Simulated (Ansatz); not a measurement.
## Ga3Sb (I4/mmm)

Theory: DFT PBEsol, scalar-relativistic, plane waves, PAW in Ansatz.

Plane waves to 420 eV, a k mesh through Γ of 14×14×14 on the computed 4-atom cell and Gaussian smearing (0.10 eV); no spin polarisation.

The structure is relaxed at this level of theory with its symmetry kept. Whether it is the stable form of this composition wasn't checked.

```cif
data_structure
_symmetry_space_group_name_H-M 'P 1'
_symmetry_Int_Tables_number 1
_cell_length_a 5.4523
_cell_length_b 5.4523
_cell_length_c 5.4523
_cell_angle_alpha 134.024
_cell_angle_beta 134.024
_cell_angle_gamma 67.050
_cell_volume 82.43
loop_
_atom_site_label
_atom_site_type_symbol
_atom_site_fract_x
_atom_site_fract_y
_atom_site_fract_z
_atom_site_occupancy
Ga1 Ga 0.75000 0.25000 0.50000 1
Ga2 Ga 0.25000 0.75000 0.50000 1
Ga3 Ga 0.50000 0.50000 0.00000 1
Sb1 Sb 0.00000 0.00000 0.00000 1
```

```json
{"Space group": "I4/mmm (No. 139)", "Volume per atom": "20.61 Å³", "Formation energy from the elements' standard states (uncorrected)": "+0.078 eV/atom", "Kohn–Sham band gap": "none (metal)", "Density of states at the Fermi level": "2.04 states/eV per cell", "Löwdin character within 0.5 eV of the Fermi level": "Ga 4p 44 %, Sb 5p 27 %, Ga 4s 21 %", "Bader charges (e)": "Ga (2 in the cell) 0.07, Ga (1 in the cell) 0.08, Sb (1 in the cell) -0.21"}
```

Spin-orbit coupling is left out, which matters for the bands of heavy elements.

Cost: 6 runs of about 9 core-minutes in all, on Intel Xeon 6975P-C (Granite Rapids) (shared hosts).